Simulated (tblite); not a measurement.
Species: C₄H₇S (charge -1).
Numbering: `[CH3:1]/[CH:2]=[C:3](/[CH3:4])[S-:5]` (hydrogens: H6, H7, H8 on C1; H9 on C2; H10, H11, H12 on C4)
Bond orders are those of one Lewis drawing.

Computed with GFN2-xTB (tblite), gas phase: L-BFGS steps from a force-field or distance-geometry start until the largest atomic force falls under 0.01 eV/Å.

Step 17: E = -423.5915 eV
```
atom  x, y, z in Å  |  force x, y, z in eV/Å
C1      1.9191    0.2261   -0.2538   -0.014  -0.006   0.019
C2      0.4783   -0.1112   -0.4616   -0.026  -0.012  -0.018
C3     -0.4903    0.1046    0.4465   -0.011  -0.026  -0.014
C4     -1.9138   -0.2811    0.1172    0.025   0.014  -0.011
S5     -0.2459    0.7994    1.9993   -0.023  -0.009  -0.017
H6      2.0248    0.6625    0.7366    0.017   0.024   0.025
H7      2.2767    0.9474   -0.9978    0.024  -0.014  -0.003
H8      2.5568   -0.6639   -0.3139    0.010   0.013  -0.025
H9      0.2180   -0.5592   -1.4200    0.028   0.005   0.004
H10    -2.5599    0.5992    0.1662    0.012  -0.058   0.017
H11    -2.2842   -1.0105    0.8418    0.004   0.054  -0.020
H12    -1.9784   -0.7140   -0.8862   -0.046   0.014   0.044
```

Step 18: E = -423.5920 eV
```
atom  x, y, z in Å  |  force x, y, z in eV/Å
C1      1.9195    0.2271   -0.2522   -0.018  -0.016   0.008
C2      0.4786   -0.1115   -0.4632   -0.011  -0.014  -0.027
C3     -0.4910    0.1036    0.4439    0.007  -0.028  -0.027
C4     -1.9149   -0.2814    0.1166    0.025   0.019  -0.008
S5     -0.2454    0.7981    1.9967   -0.028  -0.007  -0.013
H6      2.0261    0.6635    0.7389    0.004   0.013   0.000
H7      2.2767    0.9483   -0.9971    0.026  -0.022   0.012
H8      2.5567   -0.6640   -0.3127    0.006   0.031  -0.022
H9      0.2223   -0.5604   -1.4234    0.024   0.020   0.035
H10    -2.5592    0.5998    0.1688    0.003  -0.051   0.009
H11    -2.2830   -1.0086    0.8439   -0.005   0.037  -0.015
H12    -1.9853   -0.7153   -0.8861   -0.032   0.019   0.049
```

**Question.** Estimate the geometry and energy of step 19. (The exact step hangs on the optimiser's Hessian estimate; all steps are aligned on step 18, rigid shifts and turns removed.)

**Answer.** E = -423.5924 eV, largest force 0.046 eV/Å
```
atom  x, y, z in Å  |  force x, y, z in eV/Å
C1      1.9196    0.2277   -0.2507   -0.010  -0.015  -0.002
C2      0.4789   -0.1117   -0.4645    0.011  -0.010  -0.022
C3     -0.4917    0.1025    0.4415    0.021  -0.021  -0.025
C4     -1.9154   -0.2814    0.1161    0.015   0.014   0.000
S5     -0.2459    0.7968    1.9945   -0.029  -0.005  -0.007
H6      2.0278    0.6646    0.7406   -0.009   0.001  -0.021
H7      2.2771    0.9484   -0.9965    0.023  -0.024   0.021
H8      2.5567   -0.6636   -0.3124    0.004   0.035  -0.016
H9      0.2264   -0.5610   -1.4256    0.014   0.021   0.038
H10    -2.5586    0.5993    0.1711   -0.010  -0.024   0.003
H11    -2.2822   -1.0063    0.8452   -0.012   0.012  -0.001
H12    -1.9915   -0.7160   -0.8854   -0.018   0.015   0.032
```

The energy changes by -0.0004 eV. The first-order estimate −F·Δx gives -0.0005 eV and the mean of the old and new forces, exact on a quadratic surface, -0.0004 eV. The step makes an angle of 66° with the force vector and moves no atom by more than 0.006 Å.

Hardware: one thread, x86-64 server, on a shared host.
